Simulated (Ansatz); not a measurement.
Results of rVV10 (PAW; Ansatz, a first-principles code) for hexagonal BN.

Rigid layers of the crystal as relaxed at this level are moved apart or together:

```json
[
 {"run": "1", "k mesh": "18×18×6", "layer repeat (Å)": "3.03", "energy against free layers (meV/Å²)": "-19.79", "gap on the mesh (eV)": "4.040"},
 {"run": "2", "k mesh": "18×18×6", "layer repeat (Å)": "3.18", "energy against free layers (meV/Å²)": "-23.18", "gap on the mesh (eV)": "4.106"},
 {"run": "3", "k mesh": "18×18×6", "layer repeat (Å)": "3.33", "energy against free layers (meV/Å²)": "-23.99", "gap on the mesh (eV)": "4.162"},
 {"run": "4", "k mesh": "18×18×6", "layer repeat (Å)": "3.53", "energy against free layers (meV/Å²)": "-22.79", "gap on the mesh (eV)": "4.266"},
 {"run": "5", "k mesh": "18×18×6", "layer repeat (Å)": "3.83", "energy against free layers (meV/Å²)": "-18.98", "gap on the mesh (eV)": "4.030"},
 {"run": "6", "k mesh": "18×18×4", "layer repeat (Å)": "4.33", "energy against free layers (meV/Å²)": "-12.55", "gap on the mesh (eV)": "3.694"},
 {"run": "7", "k mesh": "18×18×4", "layer repeat (Å)": "5.33", "energy against free layers (meV/Å²)": "-5.34", "gap on the mesh (eV)": "3.612"},
 {"run": "8", "k mesh": "18×18×4", "layer repeat (Å)": "7.33", "energy against free layers (meV/Å²)": "-1.37", "gap on the mesh (eV)": "4.097"}
]
```

The lowest energy of these points lies at a layer repeat of 3.33 Å.
